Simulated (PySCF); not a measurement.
**Gas-phase thermal properties of Al(CH3)2NH2**

Method: PySCF energies plus ideal-gas RRHO corrections (1 bar). 6-31G* has spherical d functions here. All species are closed-shell singlets. B3LYP is the form with VWN-RPA correlation. Methyl groups turn as free rotors in Al(CH3)2NH2. Al(CH3)2NH2: computed as isolated molecules; such fragments, hydroxides, amides, oligomers or adducts are transient or little studied in the gas. The harmonic model lacks anharmonicity and excited electronic states, which grow with temperature; levels with a mode under 35 cm⁻¹ are left out.

| level | point group | σ | ZPE (kJ/mol) | S°298 (J/mol/K) | Cp298 (J/mol/K) | S°1000 (J/mol/K) | H1000 − H298 (kJ/mol) |
|---|---|---|---|---|---|---|---|
| B3LYP/6-31G* | C2v | 2 | 255.0 | 344.2 | 109.2 | 529.8 | 113.9 |
| HF/6-31G* | C2v | 2 | 269.8 | 340.0 | 105.0 | 519.7 | 110.5 |
| PBE/def2-SVP | C2v | 2 | 245.6 | 347.1 | 113.0 | 538.0 | 116.9 |
| PBE0/def2-TZVP | C2v | 2 | 253.2 | 344.5 | 110.6 | 532.1 | 115.0 |
σ: rotational symmetry number. Electronic degeneracy used: 1. Frequencies are unscaled.
